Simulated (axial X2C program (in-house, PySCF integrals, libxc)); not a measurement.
Low determinants of P₂⁻ at the PBE0 level, two-component

Computed with an in-house all-electron X2C program for linear molecules (integrals from PySCF). Two-component (2c) means X2C with spin–orbit coupling and atomic mean-field two-electron Coulomb and Gaunt terms. Basis: P dyall-av3z [9s8p3d2f] (cores contracted in-house); Gaussian nuclei, density fitting, unrestricted open shells. Masses: P 30.974 u.

Search at 1.977 Å (vertical energies from the lowest determinant):

| ΔE (eV) | state | electrons beyond evenly filled partner blocks | electrons in ±ω = 1/2, 3/2, 5/2, 7/2 |
| --- | --- | --- | --- |
| 0.00 | Ω = 1/2 | ω = 1/2 | 25 6 0 0 |
| 0.03 | Ω = 3/2 | ω = 3/2 | 24 7 0 0 |
| 2.13 | Ω = 5/2 | ω = -1/2, 2 × ω = 3/2 | 25 6 0 0 |
| 2.16 | Ω = 1/2 | 2 × ω = -1/2, ω = 3/2 | 24 7 0 0 |
| 3.03 | Ω = 3/2 | ω = 3/2 | 26 5 0 0 |
| 3.06 | Ω = 7/2 | ω = 1/2, 2 × ω = 3/2 | 25 6 0 0 |
| 3.09 | Ω = 5/2 | 2 × ω = 1/2, ω = 3/2 | 24 7 0 0 |

Lowest determinant, Ω = 1/2 (⟨Sz⟩ = -0.50, ⟨Lz⟩ = 1.00 at PBE0): Re = 1.974 Å, ωe = 693.3 cm⁻¹.

The determinant in row 2 of the search, Ω = 3/2 (⟨Sz⟩ = 0.50, ⟨Lz⟩ = 1.00 at PBE0), was followed along the bond at PBE0; measured from the minimum of the lowest determinant it gives:

Te = 0.028 eV (223 cm⁻¹), Re = 1.974 Å, ωe = 693.7 cm⁻¹.

Question: Compare the bond of the determinant in row 2 with that of the lowest one.

Answer: At PBE0 its Re is the same within 0.001 Å and its force constant, which goes as ωe², is 1.00 times that of the lowest determinant. T0 ≈ Te + Δωe/2 = 223 + (0) = 223 cm⁻¹.

The search compares states at one distance, so a state with another bond length can lie lower; it is not exhaustive and yields mostly the lowest determinant of each block pattern, so other components and higher states of one pattern are missing. These are energies of single determinants, not of spin-adapted states; PBE0 term energies can be off by some tenths of an eV, and the functional has no current term. For an anion, determinants above electron detachment are held by the basis set. The highest occupied level of some functionals is positive through self-interaction error; at Hartree–Fock it is bound. Row 1 has a positive highest level at its minimum. Row 2 has a positive highest level at its minimum.
